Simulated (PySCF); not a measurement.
Compound: C₃H₇NO.
Bonds: C1–C2, C2–N3, N3–C4, C4–O5 (double). Hydrogens: H6, H7, H8 on C1; H9, H10 on C2; H11 on N3; H12 on C4.

The same species was optimised twice, with GFN2-xTB and with PBE0-D3(BJ)/def2-SVP (PySCF), and the same property calculations (PySCF, gas phase) were run on both structures.

| coordinate | GFN2-xTB | PBE0-D3(BJ)/def2-SVP | change |
| --- | --- | --- | --- |
| C1–H8 (Å) | 1.086 | 1.101 | +0.015 |
| C1–H6 (Å) | 1.089 | 1.101 | +0.012 |
| C1–H7 (Å) | 1.087 | 1.100 | +0.013 |
| C4–H12 (Å) | 1.107 | 1.118 | +0.011 |
| N3–C4 (Å) | 1.345 | 1.355 | +0.010 |
| C2–H9 (Å) | 1.092 | 1.100 | +0.008 |
| C2–H10 (Å) | 1.096 | 1.102 | +0.006 |
| C4=O5 (Å) | 1.205 | 1.210 | +0.005 |
| N3–H11 (Å) | 1.007 | 1.012 | +0.005 |
| C1–C2 (Å) | 1.524 | 1.521 | -0.003 |
| C2–N3 (Å) | 1.447 | 1.446 | -0.001 |
| C2–N3–H11 (°) | 117.2 | 119.4 | +2.2 |
| C1–C2–N3 (°) | 111.6 | 113.5 | +1.9 |
| C4–N3–H11 (°) | 119.9 | 118.1 | -1.8 |
| H9–C2–H10 (°) | 109.0 | 107.4 | -1.6 |
| N3–C2–H10 (°) | 109.3 | 108.5 | -0.8 |
| C2–C1–H6 (°) | 110.7 | 111.5 | +0.8 |
| C1–C2–H10 (°) | 110.1 | 110.8 | +0.7 |
| C2–C1–H8 (°) | 109.9 | 110.7 | +0.8 |
| C1–C2–N3–C4 (°) | -115 | -91 | +24 |
| C2–N3–C4–O5 (°) | -3 | -3 | 0 |

Rotational constants: A = 12743, B = 2980, C = 2734 MHz (GFN2-xTB) against A = 10535, B = 3336, C = 2915 MHz (PBE0-D3(BJ)/def2-SVP). Point groups within 0.08 Å: C1 and C1. Atoms that the bonding makes alike are paired by their places after alignment.

On the GFN2-xTB structure: HOMO (eV) -7.38 [PBE0/pcSseg-1]; LUMO (eV) 0.90 [PBE0/pcSseg-1]; dipole (D) 3.96 [PBE0/pcSseg-1]; GIAO shielding of C1 (ppm) 167.9 [PBE0/pcSseg-1]; GIAO shielding of C2 (ppm) 153.4 [PBE0/pcSseg-1]; GIAO shielding of N3 (ppm) 122.4 [PBE0/pcSseg-1]; GIAO shielding of C4 (ppm) 27.3 [PBE0/pcSseg-1]; GIAO shielding of O5 (ppm) -73.6 [PBE0/pcSseg-1].

Task: What do these properties become on the PBE0-D3(BJ)/def2-SVP structure?

Result: 
```
                                    property          level  on GFN2-xTB  on PBE0-D3(BJ)/def2-SVP  change
                                   HOMO (eV)  PBE0/pcSseg-1        -7.38                    -7.37   +0.01
                                   LUMO (eV)  PBE0/pcSseg-1         0.90                     0.77   -0.13
                                  dipole (D)  PBE0/pcSseg-1         3.96                     3.87   -0.09
energy, GFN2-xTB geometry as zero (kcal/mol)  PBE0/pcSseg-1          0.0                     -0.3    -0.3
                  GIAO shielding of C1 (ppm)  PBE0/pcSseg-1        167.9                    166.6    -1.3
                  GIAO shielding of C2 (ppm)  PBE0/pcSseg-1        153.4                    150.8    -2.6
                  GIAO shielding of N3 (ppm)  PBE0/pcSseg-1        122.4                    122.9    +0.5
                  GIAO shielding of C4 (ppm)  PBE0/pcSseg-1         27.3                     23.9    -3.4
                  GIAO shielding of O5 (ppm)  PBE0/pcSseg-1        -73.6                    -88.1   -14.5
```

The heavy atoms differ by 0.174 Å rms after alignment (one structure mirrored). Among all bonds C1–H8 changes most (+0.015 Å). Changes are differences of the printed values. Neither structure is proved a minimum here.

Shape of the structure used: `[CH3:1][CH2:2][NH:3][CH:4]=[O:5]`: C1–C2–N3–C4 -91°, C2–N3–C4–O5 -3°.
